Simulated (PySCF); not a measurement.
**Telling isomers of C5H10O apart by NMR**

Non-relativistic, in vacuum, single conformer, fast rotation and ring inversion assumed for equivalent nuclei. J couplings at B3LYP/pcJ-1 (spin–dipole term left out of most H,H and C,H couplings); GFN2-xTB structure; shieldings: GIAO PBE0/pcSseg-1; PySCF 2.14.

Scale: TMS for 1H (σref 31.72) and 13C (σref 186.93) (reference shieldings calculated alike). Multiplet labels drop J under 1 Hz and among equivalent protons, and merge close values. Unscaled 3J(H,H) run several per cent high. Where no couplings were computed, multiplicities follow the n + 1 count of equivalent neighbours, and m marks all less simple cases (inequivalent or close neighbours, rings, F or P nearby). Shifts are as computed. Against solution values, carbons near 30 ppm lie about +3 ppm off and those near 130 ppm about +5 ppm. Of 1211 compounds with measured shifts, 218 miss one by over three times the rms of a fit or turn the order of signals round; such compounds aren't used in these exercises. OH and NH positions are gas-phase values without hydrogen bonding to other molecules.

(1) Tabulate the signals of `C=CCOCC`, `C/C=C\CCO`, `C=CC(C)(C)O`, `CC1(C)COC1` and their relative energies.

(2) What is the quickest way to tell C=CCOCC from CC1(C)COC1?

(3) What is the quickest way to tell C=CCOCC from C=CC(C)(C)O?

(4) What is the quickest way to tell C/C=C\CCO from C=CC(C)(C)O?

Results:

(1) 
```json
{"SMILES": "C=CCOCC", "carbon types": "1×CH 3×CH2 1×CH3", "δC": "147.1, 120.1, 79.0, 71.0, 18.1", "δH": "6.40 (m, 1H), 5.44 (m, 1H), 5.35 (m, 1H), 4.18 (d, 2H), 3.55 (q, 2H), 1.30 (t, 3H)", "E rel. (kcal/mol)": "12.3"}
{"SMILES": "C/C=C\\CCO", "carbon types": "2×CH 2×CH2 1×CH3", "δC": "137.0, 134.2, 65.0, 34.8, 16.2", "δH": "6.08 (m, 1H), 5.82 (m, 1H), 3.73 (t, 2H), 2.38 (m, 2H), 1.90 (d, 3H), 1.02 (br s, 1H)", "E rel. (kcal/mol)": "2.6"}
{"SMILES": "C=CC(C)(C)O", "carbon types": "1×C 1×CH 1×CH2 2×CH3", "δC": "157.4, 115.2, 74.4, 32.0", "δH": "6.36 (dd, 1H), 5.62 (d, 1H), 5.34 (d, 1H), 1.28 (s, 6H), 0.40 (br s, 1H)", "E rel. (kcal/mol)": "0.0"}
{"SMILES": "CC1(C)COC1", "carbon types": "1×C 2×CH2 2×CH3", "δC": "85.0, 36.8, 28.8", "δH": "4.50 (s, 4H), 1.29 (s, 6H)", "E rel. (kcal/mol)": "7.6"}
```

Energies are electronic energies at PBE0/pcSseg-1 on these geometries, without zero-point or thermal terms, each for the one conformer computed, which needn't be the lowest.

(2) Count the carbon signals: 5 against 3. The first has an alkene CH at 147.1 ppm, the second a quaternary sp3 carbon in a ring (C) at 36.8 ppm. Their most deshielded carbons lie at 147.1 and 85.0 ppm. In the proton spectra the most deshielded non-exchanging signals are 6.40 (m, 1H) and 4.50 (s, 4H).

(3) Count the carbon signals: 5 against 4. The first has an sp3 CH2 bonded to O at 71.0 ppm, the second an allylic fully substituted sp3 carbon bonded to O (C) at 74.4 ppm. Their most deshielded carbons lie at 147.1 and 157.4 ppm.

(4) Count the carbon signals: 5 against 4. The first has an allylic sp3 CH2 at 34.8 ppm, the second an allylic fully substituted sp3 carbon bonded to O (C) at 74.4 ppm. Their most deshielded carbons lie at 137.0 and 157.4 ppm.
